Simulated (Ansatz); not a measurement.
Relaxation of AlFH₂O (5 atoms, charge 0, multiplicity 1), to a largest force component of 0.03 eV/Å in at most 50 steps.

All numbers below come from RKS r2SCANh/cc-pVDZ (Ansatz).

```xyz
5
Properties=species:S:1:pos:R:3:forces:R:3
Al 0.292 0.000 -0.048 0.91 -0.08 1.07
O 0.813 -0.145 1.599 -1.11 -0.07 0.32
H 0.263 -0.241 2.385 0.00 0.01 0.00
H 1.782 0.075 -0.438 0.22 0.14 -1.39
F -1.236 0.029 -0.746 -0.02 0.00 0.00
```

**Question.** Where does it end, and by what steps?

**Answer.** The forces met the threshold. After 5 steps the energy has fallen by 0.524 eV; H4 moved furthest, 0.45 Å.

```
step  energy less start (eV)  largest force component (eV/Å)  accepted
   0                  0.0000                           1.388       yes
   1                 -0.3332                           1.028       yes
   2                 -0.4374                           1.598       yes
   3                 -0.5117                           0.825       yes
   4                 -0.5224                           0.139       yes
   5                 -0.5237                           0.027       yes
```

```xyz
5
Properties=species:S:1:pos:R:3
Al 0.502 -0.005 0.066
O 0.730 -0.174 1.756
H 0.004 -0.250 2.382
H 1.740 0.118 -0.885
F -1.062 0.029 -0.567
```

Whether the end is a true minimum wasn't checked by a vibrational analysis.

The run took 20 s on 1 thread of Arm Neoverse V1, on a shared host, peak memory 0.14 GiB.
